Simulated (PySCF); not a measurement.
C₂H₄O₂.

```xyz
8

C     -0.3946    -1.3589     0.0000
O      0.7257    -0.4740     0.0000
C      0.4328     0.8286     0.0000
O     -0.6740     1.2906     0.0000
H     -1.0164    -1.1976    -0.8936
H      0.0172    -2.3755     0.0000
H     -1.0164    -1.1976     0.8936
H      1.3730     1.4191     0.0000
```

Coordinates come from a ωB97X-D3(BJ)/def2-SVP optimisation. Other conformers were not sampled.

The numbers are results of PBE0/pcSseg-1 (PySCF), not measurements. Non-relativistic, no solvent.

Task: Give the absolute GIAO shielding of each atom: isotropic value and principal components (ppm). (Estimate from the structure and the level; the computed values follow.)

Result: 
| atom | σ(iso) | σ11 | σ22 | σ33 | span |
|---|---|---|---|---|---|
| C1 | 132.1 | 102.1 | 118.3 | 175.8 | 73.7 |
| O2 | 135.1 | -60.6 | 232.2 | 233.7 | 294.3 |
| C3 | 18.5 | -84.9 | 66.4 | 74.1 | 158.9 |
| O4 | -123.8 | -410.6 | -260.8 | 300.1 | 710.6 |
| H5 | 27.5 | 24.2 | 25.5 | 32.8 | 8.6 |
| H6 | 27.7 | 24.1 | 26.4 | 32.4 | 8.3 |
| H7 | 27.5 | 24.2 | 25.5 | 32.8 | 8.6 |
| H8 | 23.4 | 19.4 | 23.5 | 27.4 | 8.0 |
